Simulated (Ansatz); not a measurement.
Geometry optimisation, RKS B3LYP-D4/cc-pVDZ in Ansatz 0.2.0.

The input (input.yaml):

```yaml
crystal:
  periodic: [false, false, false]
  atoms:
    - { symbol: Si, position_ang: [0.0, 0.0, 0.0] }
    - { symbol: Si, position_ang: [0.0, 0.0, 2.22] }
    - { symbol: H, position_ang: [-1.3148, -0.4067, 2.7074] }
    - { symbol: H, position_ang: [1.0096, -0.9353, 2.7074] }
    - { symbol: H, position_ang: [0.3052, 1.342, 2.7074] }
    - { symbol: H, position_ang: [1.3768, 0.0, -0.4862] }
    - { symbol: H, position_ang: [-0.6877, 1.1914, -0.4862] }
    - { symbol: O, position_ang: [-0.7913, -1.3709, -0.5594] }
    - { symbol: H, position_ang: [-1.2459, -1.8365, 0.2129] }
basis:
  gaussian: { orbitals: cc-pVDZ }
hamiltonian:
  xc: b3lyp
  dispersion: d4
relax:
  f_tol: 0.02
  max_steps: 40
```

Launched with:

```bash
$ ansatz run input.yaml --threads 1 --pin off --max-ram 2048MiB --backend cpu --events-out ev --progress --plain --runs-dir out
```

Q: Where does it end, and by what steps?

A: The run converged. After 7 steps the energy has fallen by 0.305 eV; H9 moved furthest, 0.48 Å.

```tsv
step	energy less start (eV)	largest force component (eV/Å)	accepted
0	0.0000	1.611	yes
1	-0.2501	0.714	yes
2	-0.2731	0.107	yes
3	-0.2910	0.349	yes
4	-0.3014	0.178	yes
5	-0.3029	0.073	yes
6	-0.3045	0.022	yes
7	-0.3046	0.005	yes
```

```xyz
9
Properties=species:S:1:pos:R:3
Si -0.016 -0.041 -0.015
Si 0.044 0.042 2.345
H -1.324 -0.229 2.898
H 0.982 -0.989 2.895
H 0.481 1.395 2.818
H 1.353 0.099 -0.592
H -0.877 1.081 -0.522
O -0.564 -1.550 -0.571
H -1.427 -1.823 -0.232
```

Whether the end is a true minimum wasn't checked by a vibrational analysis.

Time of the run: 27 s on 1 thread of Arm Neoverse V2, on a shared host, peak memory 0.15 GiB.
